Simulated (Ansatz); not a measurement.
Two structures of CH₇OSi, doublet, reached by relaxing down either side of one saddle point (PBE0-D4/def2-TZVP). Energies are electronic, without zero-point energy. Program: Ansatz 0.2.0. Basis: def2-TZVPP and def2-QZVPP. Cores are frozen in the correlated methods; orbitals are unrestricted. Extrapolation: Hartree–Fock as exp(−7.88 √X), correlation as X^−2.97. First:

```json
{"atom": "H1", "x (Å)": "0.5938", "y (Å)": "0.4964", "z (Å)": "-1.4869"}
{"atom": "C2", "x (Å)": "0.4473", "y (Å)": "-0.5458", "z (Å)": "-1.1791"}
{"atom": "O3", "x (Å)": "-0.4122", "y (Å)": "-0.6396", "z (Å)": "-0.0677"}
{"atom": "Si4", "x (Å)": "-0.0618", "y (Å)": "0.0565", "z (Å)": "1.3777"}
{"atom": "H5", "x (Å)": "-2.0999", "y (Å)": "1.9210", "z (Å)": "-1.1150"}
{"atom": "H6", "x (Å)": "-0.0059", "y (Å)": "-1.0903", "z (Å)": "-2.0091"}
{"atom": "H7", "x (Å)": "1.4280", "y (Å)": "-0.9881", "z (Å)": "-0.9679"}
{"atom": "H8", "x (Å)": "0.1085", "y (Å)": "1.5299", "z (Å)": "1.2313"}
{"atom": "H9", "x (Å)": "1.2023", "y (Å)": "-0.4965", "z (Å)": "1.9413"}
{"atom": "H10", "x (Å)": "-1.2002", "y (Å)": "-0.2435", "z (Å)": "2.2754"}
```

Second:

| atom | x (Å) | y (Å) | z (Å) |
| --- | --- | --- | --- |
| H1 | -0.9302 | 1.5131 | -1.6918 |
| C2 | 0.5831 | -0.8353 | -1.0156 |
| O3 | -0.2779 | -0.8919 | 0.0226 |
| Si4 | -0.0196 | -0.1329 | 1.4745 |
| H5 | -1.3937 | 2.0979 | -1.7367 |
| H6 | 0.2601 | -1.3434 | -1.9135 |
| H7 | 1.6323 | -0.6350 | -0.8221 |
| H8 | -0.0882 | 1.3413 | 1.3106 |
| H9 | 1.3235 | -0.4999 | 1.9972 |
| H10 | -1.0895 | -0.6137 | 2.3748 |

Task: Which bonds change from the first to the second?

Result: CH₆OSi ([CH3][O][SiH3]) + H → CH₅OSi ([CH2][O][SiH3]) + H₂; bonds formed: H1–H5; bonds broken: H1–C2.

Task: Give the saddle point's structure and its height above each. (Judge from chemistry; the value comes from the calculation.)

Result: Computed: 43.8 kJ/mol above the first and 66.3 kJ/mol above the second (CCSD(T) at an estimated basis limit (MP2 extrapolated from triple and quadruple zeta, plus CCSD(T) − MP2 in triple zeta)).
H1  (-0.276, 0.753, -1.488)
C2  (0.214, -0.420, -1.130)
O3  (-0.371, -0.826, 0.043)
Si4  (-0.094, -0.104, 1.505)
H5  (-0.655, 1.621, -1.705)
H6  (-0.063, -1.074, -1.957)
H7  (1.290, -0.234, -1.065)
H8  (-0.689, 1.257, 1.544)
H9  (1.372, 0.005, 1.738)
H10  (-0.728, -0.980, 2.515)
(Å)

The T1 diagnostic stays at or below 0.016. ⟨S²⟩ of the unrestricted Hartree–Fock references: 0.75 to 0.79 (a pure state has 0.75).

Radical steps of this kind take place in plasma deposition and etching.

Labels in which every atom is bracketed show which atoms are joined, not bond orders.

For scale, one of the runs: CCSD(T)/def2-TZVPP, 202 basis functions, launched by `ansatz run in.yaml --threads 4 --pin off --events-out ev --progress --plain --max-ram 9574MiB`. Hardware: 4 CPU threads of an Arm Neoverse V1, shared host. Wall time 2.2 min; peak host memory 6.5 GiB.
